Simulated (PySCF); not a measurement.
# CH6OSi: the cost of one run

Computed with PySCF 2.14.0, with density-fitted response routines of our own, on a single molecule in the gas phase. Atoms count from 0, in the outputs and in this text.

## Step 1: Starting geometry

9 atoms, charge 0, multiplicity 1; geometry from: GFN2-xTB. The atoms were then displaced at random by about 0.01 Å, so the start is not that level's minimum.

Bonds of the start (Å): C0–Si1 1.87, Si1–O2 1.62, C0–H3 1.05, C0–H4 1.11, C0–H5 1.11, Si1–H6 1.46, Si1–H7 1.47, O2–H8 0.97.

## Step 2: Geometry optimisation at PBE0-D3(BJ)/def2-SVP

The job: settings as JSON, then the geometry in Å.

```
{"job": {"xc": "PBE0", "basis": "def2-SVP", "d3": "d3bj", "grid": 1, "shake": 0.01, "kind": "geom"}, "charge": 0, "multiplicity": 1}
C     -1.149670    -0.072470    -0.015180
Si     0.685200    -0.422400     0.050740
O      1.558360     0.862500    -0.423980
H     -1.720600    -0.931680     0.200720
H     -1.470230     0.292870    -1.016310
H     -1.464160     0.723910     0.693890
H      1.105650    -1.416380    -0.928770
H      1.056500    -0.789830     1.421920
H      1.456740     1.736330    -0.016750
```

Run with:

```console
> OMP_NUM_THREADS=1 python probes_run.py task.json out
```

This one command runs all jobs of the session in turn.

Q: Estimate the wall time and peak memory of this first job on 1 thread of Arm Neoverse V1, shared host.

About 9.6 s, with a peak of 0.33 GiB.
